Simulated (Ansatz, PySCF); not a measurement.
System: hydrogen fluoride, HF, net charge 0, singlet state. 
Structure (B3LYP-D3(BJ)/def2-TZVP (Ansatz, an electronic-structure program) minimum search):
SMILES: F
```xyz
2

F      0.0000     0.0000    -0.0925
H      0.0000     0.0000     0.8321
```
Charge 0, spin multiplicity 1.

Wanted: vertical ionisation energy (to the doublet state of charge +1; each state is the SCF solution reached for its spin), in eV. Cores are frozen in the correlated levels unless marked. Open shells are spin-unrestricted. Spin-orbit coupling is left out. Non-relativistic. CBS(X,Y): correlation extrapolated as X^-3; Hartree-Fock from the larger set.

```json
[
 {"level": "SVWN5/def2-TZVPD", "program": "Ansatz", "vertical ionisation energy (eV)": "16.73"},
 {"level": "PBE/def2-TZVPD", "program": "Ansatz", "vertical ionisation energy (eV)": "16.29"},
 {"level": "r2SCAN/def2-TZVPD", "program": "Ansatz", "vertical ionisation energy (eV)": "16.07"},
 {"level": "B3LYP/def2-TZVPD", "program": "Ansatz", "vertical ionisation energy (eV)": "16.29"},
 {"level": "CAM-B3LYP/def2-TZVPD", "program": "Ansatz", "vertical ionisation energy (eV)": "16.31"},
 {"level": "wB97M-V/def2-TZVPD", "program": "Ansatz", "vertical ionisation energy (eV)": "16.11"},
 {"level": "CCSD/aug-cc-pVDZ", "program": "Ansatz", "vertical ionisation energy (eV)": "15.98"},
 {"level": "CCSD/aug-cc-pVTZ", "program": "Ansatz", "vertical ionisation energy (eV)": "16.03"},
 {"level": "CCSD/def2-TZVPPD", "program": "Ansatz", "vertical ionisation energy (eV)": "15.99"},
 {"level": "CCSD(T)/def2-SVPD", "program": "Ansatz", "vertical ionisation energy (eV)": "16.09"},
 {"level": "CCSD(T)/aug-cc-pVTZ", "program": "Ansatz", "vertical ionisation energy (eV)": "16.13"},
 {"level": "CCSD(T)/aug-cc-pVQZ", "program": "Ansatz", "vertical ionisation energy (eV)": "16.19"},
 {"level": "CCSD(T)/def2-QZVPPD", "program": "Ansatz", "vertical ionisation energy (eV)": "16.16"},
 {"level": "CCSD(T)/CBS(def2-TZVPPD,def2-QZVPPD)", "program": "Ansatz", "vertical ionisation energy (eV)": "16.24"},
 {"level": "CCSD(T)/CBS(aug-cc-pVTZ,aug-cc-pVQZ)", "program": "Ansatz", "vertical ionisation energy (eV)": "16.25"}
]
```

For comparison, minus the highest occupied orbital energy (PySCF): 10.60 eV at TPSSh/def2-TZVPD, 13.48 eV at CAM-B3LYP/def2-TZVPD, 9.74 eV at BP86/def2-TZVPD.
